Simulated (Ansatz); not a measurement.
**How far each method lies from UCCSDT(Q) for GaH₄⁺, triplet**

Geometry: a PBE0/def2-TZVP stationary point for this spin, not checked as a minimum.

```xyz
5

Ga    0.0000    0.0000    0.0000
H     0.6525    0.6641    1.3539
H    -0.6625   -0.6541    1.3539
H    -0.6541    0.6525   -1.3587
H     0.6641   -0.6625   -1.3490
```

Basis cc-pVTZ; Ansatz 0.2.0. Correlated methods freeze the noble-gas cores and the filled d shells of p-block atoms, which leaves 6 electrons in 85 orbitals. R marks a restricted (for open shells ROHF) determinant, U an unrestricted one. Active spaces: valence = (6e, 8o) chosen from the atoms' valence shells. No spin–orbit coupling is included, and no scalar relativity.

Full CI isn't at hand for all of this; UCCSDT(Q) serves as the reference, and is uncertain by about the last step of the cluster series. The frozen core follows each run's orbitals, which can shift R against U totals by a few meV for light atoms and by up to 0.1 eV past Ca.

```
UHF ⟨S²⟩                          : 2.050
T1 diagnostic (RCCSD)             : 0.0280
largest doubles amplitude (RCCSD) : 0.054
T1 diagnostic (UCCSD)             : 0.0219
```

```
   level  E − E(UCCSDT(Q)) (kcal/mol)  wall time
     UHF                        66.33          –
    UMP2                        18.01          –
   UCCSD                         1.89          –
UCCSD(T)                         0.51      3.5 s
  UCCSDT                         0.03          –
```

Run but not shown, since their state, orbitals or frozen core can't be matched to the reference's or they repeat it: RHF, RMP2, RCCSD, RCCSD(T), BCCD(T), RCCSDT, RCCSDT(Q), CASSCF (valence space), NEVPT2 (valence space), MRCISD (valence space), MRCISD+Q (valence space).

Times hold each run's SCF and search for its determinant on a shared host, so for small cases they say little of a method's own cost; they ran on 1 thread of AMD EPYC 7R13.

Natural occupations of CASSCF (valence space) about the gap: 1.966 1.940 1.002 1.002 0.044 0.019 0.014 0.014; effectively unpaired electrons, Σ n²(2−n)², 2.03.
